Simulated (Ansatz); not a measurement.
Species: CH3, SMILES `[CH3]` (charge 0, multiplicity 2).

### Question
Give a relaxed geometry from r2SCAN-D4/def2-SVP (Ansatz, a first-principles code).

### Answer
the end point of this relaxation (outside a Z-matrix the atoms follow the SMILES, hydrogens last).
Cartesian coordinates (Å) in one orientation:
```xyz
4

C      0.000     0.000     0.000
H      1.064    -0.239     0.003
H     -0.739    -0.802     0.001
H     -0.325     1.041    -0.004
```
